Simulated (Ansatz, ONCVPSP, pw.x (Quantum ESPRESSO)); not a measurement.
**tantalum (Ta): does the ONCV potential hold in the solid?**

tantalum (Ta), optimised norm-conserving Vanderbilt (ONCV), made with ONCVPSP 4.0.1 (PBEsol, scalar-relativistic). Core [Kr] 4d10 4f14, reference 5s2 5p6 5d4 6s1. Waves: 5s+6s: rc 1.70 bohr, ncon 4, nbas 9, qcut 8.9 1/bohr, 2 projectors; 5p: rc 2.10 bohr, ncon 3, nbas 6, qcut 7.7 1/bohr, 2 projectors, debl 2.9 Ha; 5d: rc 1.75 bohr, ncon 4, nbas 8, qcut 5.3 1/bohr, 2 projectors, debl 2.6 Ha. Local part: polynomial inside 1.25 bohr (lpopt 3, dvloc0 0 Ha). Core correction: Teter function, fcfact 1.75, rcfact 1.2.

Atomic tests: cutoffs needed: 24 Ha and 29 Ha (the cutoffs (Ha) at which the residual kinetic energy of the hardest occupied pseudo-wave falls to 1 and 0.1 mHa per electron); ghost test: no bound ghost flagged; GHOST(+) flagged for s at 286.0 eV; largest excitation error: -288 meV (all-electron minus pseudo) for 5s1 5p6 5d3 6s2, out of 4 test configurations.

Crystal test: diamond Ta in pw.x 7.5, no spin, 8³ k-points, Fermi–Dirac smearing 0.01 Ry, cutoffs 70/280 Ry. The reference is all-electron LAPW (Ansatz 0.2.0) with the same functional, mesh and smearing; V0 and B0 come from Birch–Murnaghan fits to the pressures at five volumes. Errors are pseudo minus all-electron; Δ is the rms difference of the E(V) curves that follow from these fits, minima aligned, over ±6 % about the mean V0. Mesh and smearing are coarse, so the numbers serve the comparison and aren't converged zero-temperature values; the lattice is a test structure that the element need not adopt.

All-electron: a0 = 6.006 Å (V0 = 27.08 Å³/atom), B0 = 74.4 GPa.

Task: How far does the potential miss the all-electron equation of state?

Result: mean pressure error (GPa): -1.35; a0 (Å): 5.968; a0 error (%): -0.63; B0 error (%): -2.3; Δ (meV/atom): 8.2. This is a poor potential for the solid.

```
V (Å³/atom)  P all-electron (GPa)  P pseudo (GPa)
     25.755                  4.05            2.39
     26.432                  1.87            0.39
     27.110                 -0.09           -1.41
     27.788                 -1.84           -3.03
     28.465                 -3.42           -4.49
```

Task: At the middle volume, how do free energy and pressure move when the wave cutoff is lowered (ecutrho kept at four times it)?

Result:

```csv
cutoff (Ry),shift of F (meV/atom),shift of P (GPa)
32,+1604.2,-33.47
42,+259.6,-8.53
56,+9.9,-0.56
```

Input at the middle volume:

```
&control
  calculation='scf', prefix='x', pseudo_dir='./', outdir='./tmp', tstress=.true., disk_io='low'
/
&system
  ibrav=0, nat=2, ntyp=1, ecutwfc=70, ecutrho=280, nbnd=22,
  occupations='smearing', smearing='fd', degauss=0.01
/
&electrons
  conv_thr=1e-09, mixing_beta=0.4, electron_maxstep=70
/
ATOMIC_SPECIES
Ta 1.0 Ta.UPF
CELL_PARAMETERS angstrom
  0.00000000 3.00406855 3.00406855
  3.00406855 0.00000000 3.00406855
  3.00406855 3.00406855 0.00000000
ATOMIC_POSITIONS crystal
Ta 0.0000 0.0000 0.0000
Ta 0.2500 0.2500 0.2500
K_POINTS automatic
8 8 8 0 0 0
```

```bash
pw.x < Ta.scf.in > Ta.scf.out
```

Lines of the output:

```
Message from routine setup:
     using ibrav=0 with symmetry is DISCOURAGED, use correct ibrav instead
     lattice parameter (alat)  =       8.0283  a.u.
     unit-cell volume          =     365.8947 (a.u.)^3
     number of electrons       =        26.00
     number of Kohn-Sham states=           22
     kinetic-energy cutoff     =      70.0000  Ry
     charge density cutoff     =     280.0000  Ry
     scf convergence threshold =      1.0E-09
     Exchange-correlation= PBESOL
     number of k points=    29  Fermi-Dirac smearing, width (Ry)=  0.0100
     iteration #  1     ecut=    70.00 Ry     beta= 0.40
     total energy              =    -239.33966507 Ry
     estimated scf accuracy    <       0.06842215 Ry
     iteration #  2     ecut=    70.00 Ry     beta= 0.40
     total energy              =    -239.34401323 Ry
     estimated scf accuracy    <       0.01191495 Ry
     iteration #  3     ecut=    70.00 Ry     beta= 0.40
     total energy              =    -239.34406776 Ry
     estimated scf accuracy    <       0.00217325 Ry
     iteration #  4     ecut=    70.00 Ry     beta= 0.40
     total energy              =    -239.34415151 Ry
     estimated scf accuracy    <       0.00002696 Ry
     iteration #  5     ecut=    70.00 Ry     beta= 0.40
     total energy              =    -239.34415596 Ry
     estimated scf accuracy    <       0.00000167 Ry
     iteration #  6     ecut=    70.00 Ry     beta= 0.40
     total energy              =    -239.34415619 Ry
     estimated scf accuracy    <       0.00000031 Ry
     iteration #  7     ecut=    70.00 Ry     beta= 0.40
     total energy              =    -239.34415625 Ry
     estimated scf accuracy    <          8.3E-09 Ry
     iteration #  8     ecut=    70.00 Ry     beta= 0.40
     the Fermi energy is    10.6941 ev
!    total energy              =    -239.34415625 Ry
     estimated scf accuracy    <          1.3E-10 Ry
     smearing contrib. (-TS)   =      -0.01726063 Ry
     The total energy is F=E-TS. E is the sum of the following terms:
     one-electron contribution =     -96.93972097 Ry
     hartree contribution      =      51.79048572 Ry
     xc contribution           =     -33.81299118 Ry
     ewald contribution        =    -160.36466919 Ry
     convergence has been achieved in   8 iterations
          total   stress  (Ry/bohr**3)                   (kbar)     P=      -14.10
```

The run at the middle volume (29 k-points, 8 iterations) took about 29 s on one core of a shared host (Intel(R) Xeon(R) Platinum 8375C CPU @ 2.90GHz, 128 threads, 992 GiB, load 47).
